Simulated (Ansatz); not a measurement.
System: hcp Ru. Method: PBE (PAW; Ansatz, a first-principles code).

Numerical settings: plane-wave cutoff 520 eV, 18×18×12 k mesh (along the axes of the cell as run), Fermi–Dirac smearing 0.1 eV, perturbation theory, no spin polarisation, scalar-relativistic PAW data made under PBE.

Computed at the level's own relaxed cell.

```yaml
crystal:
  lattice:
    - [2.72181, 0.00000, 0.00000]
    - [-1.36091, 2.35716, 0.00000]
    - [0.00000, 0.00000, 4.29151]
  atoms:
    - { symbol: Ru, position: [0.66667, 0.33333, 0.75000] }
    - { symbol: Ru, position: [0.33333, 0.66667, 0.25000] }
```

Harmonic phonon frequencies (cm⁻¹; i marks an imaginary mode):

```csv
q point,frequencies
Γ,…
M,…
K,173 173 198 198 202 253
A,…
```

Question: Fill in the missing entries.

Answer: 
- Γ, frequencies: 0 0 0 194 194 252
- M, frequencies: 132 172 173 201 206 209
- A, frequencies: 135 135 135 135 208 208

No imaginary mode appears at these points.
